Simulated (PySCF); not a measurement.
How the functional moves excitation energies

Compound: silicon monosulfide, SiS.
Numbering: `[Si-:1]#[S+:2]`

Linear-response calculations in the def2-SVPD basis (PySCF; singlets by full response, triplets Tamm–Dancoff, core orbitals frozen in the response; HF means time-dependent Hartree–Fock). 'Strongest' is the level of largest summed f among the singlets computed (10 roots, of which the last may lack a degenerate partner); it can jump between rows when another state enters that window. S1 is the lowest singlet of each run and needn't be the same state throughout; f(S1) is that of one state. Geometry: PBE0-D3(BJ)/def2-SVP; no solvent, vibrations or thermal averaging.

```json
{"functional": "LDA", "kind": "LDA", "S1 (eV)": "4.09", "f(S1)": "0.000", "strongest (eV)": "7.89", "T1 (eV)": "3.39", "HOMO (eV)": "-7.12", "gap (eV)": "3.82", "ionisation energy, ΔSCF (eV)": "10.56"}
{"functional": "PBE", "kind": "GGA", "S1 (eV)": "4.10", "f(S1)": "0.000", "strongest (eV)": "7.38", "T1 (eV)": "3.22", "HOMO (eV)": "-7.04", "gap (eV)": "3.85", "ionisation energy, ΔSCF (eV)": "10.39"}
{"functional": "B3LYP", "kind": "global hybrid, 20% exact exchange", "S1 (eV)": "4.08", "f(S1)": "0.000", "strongest (eV)": "7.46", "T1 (eV)": "3.31", "HOMO (eV)": "-7.93", "gap (eV)": "5.38", "ionisation energy, ΔSCF (eV)": "10.54"}
{"functional": "BHandHLYP", "kind": "global hybrid, 50% exact exchange", "S1 (eV)": "4.15", "f(S1)": "0.000", "strongest (eV)": "7.72", "T1 (eV)": "3.29", "HOMO (eV)": "-9.14", "gap (eV)": "7.65", "ionisation energy, ΔSCF (eV)": "10.38"}
{"functional": "CAM-B3LYP", "kind": "range-separated hybrid", "S1 (eV)": "4.10", "f(S1)": "0.000", "strongest (eV)": "8.25", "T1 (eV)": "3.31", "HOMO (eV)": "-9.43", "gap (eV)": "8.13", "ionisation energy, ΔSCF (eV)": "10.57"}
{"functional": "wB97X-D", "kind": "range-separated hybrid", "S1 (eV)": "4.12", "f(S1)": "0.000", "strongest (eV)": "8.28", "T1 (eV)": "3.35", "HOMO (eV)": "-10.02", "gap (eV)": "9.30", "ionisation energy, ΔSCF (eV)": "10.64"}
{"functional": "LC-wPBE", "kind": "range-separated hybrid", "S1 (eV)": "4.19", "f(S1)": "0.000", "strongest (eV)": "8.52", "T1 (eV)": "3.15", "HOMO (eV)": "-10.78", "gap (eV)": "10.47", "ionisation energy, ΔSCF (eV)": "10.60"}
{"functional": "HF", "kind": "Hartree–Fock", "S1 (eV)": "4.32", "f(S1)": "0.000", "strongest (eV)": "8.58", "T1 (eV)": "2.97", "HOMO (eV)": "-10.63", "gap (eV)": "11.28", "ionisation energy, ΔSCF (eV)": "not settled"}
```

Q: What does PBE0 (global hybrid, 25% exact exchange) give?

A: S1 (eV) 4.15, f(S1) 0.000, strongest (eV) 8.20, T1 (eV) 3.21, HOMO (eV) -8.17, gap (eV) 5.75, ionisation energy, ΔSCF (eV) 10.52. S1 runs from 4.08 eV (B3LYP) to 4.32 eV (HF), a spread of 0.24 eV, while the orbital gap spreads over 7.5 eV. −ε(HOMO) comes closest to its own ΔSCF ionisation energy with LC-wPBE (+0.19 eV) and misses most with LDA (-3.44 eV). 'Not settled' means that the ion's SCF failed to converge or may have ended in another state than the lowest.
